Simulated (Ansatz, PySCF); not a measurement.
Species, as SMILES: FCF.
Geometry (B3LYP-D3(BJ)/def2-TZVP, fixed):
```xyz
5

C      0.0044     0.0053     0.5043
F     -0.0170     1.1024    -0.3021
F      0.0119    -1.1085    -0.2792
H     -0.9025    -0.0002     1.1113
H      0.9218     0.0234     1.0951
```

Near-linear dependence at PBE0/d-aug-cc-pVTZ with PySCF (spherical functions, density fitting): canonical orthogonalisation drops combinations whose overlap eigenvalue lies under the threshold. The set has 250 functions.

| threshold | orbitals kept | energy minus last row (mEh) |
|---|---|---|
| 1e-3 | [?] | [?] |
| 1e-4 | [?] | [?] |
| 1e-5 | [?] | [?] |
| 1e-6 | 250 | 0.000 |
| 1e-7 | 250 | 0.000 |
| 1e-9 | 250 | 0.000 |

**Question.** What belongs in the gaps?

**Answer.** 
- 1e-3, orbitals kept: 229
- 1e-3, energy minus last row (mEh): 7.343
- 1e-4, orbitals kept: 243
- 1e-4, energy minus last row (mEh): 0.076
- 1e-5, orbitals kept: 249
- 1e-5, energy minus last row (mEh): 0.003

The smallest overlap eigenvalue is 8.3e-06. Ansatz (a first-principles code) at its default drops 0 functions.
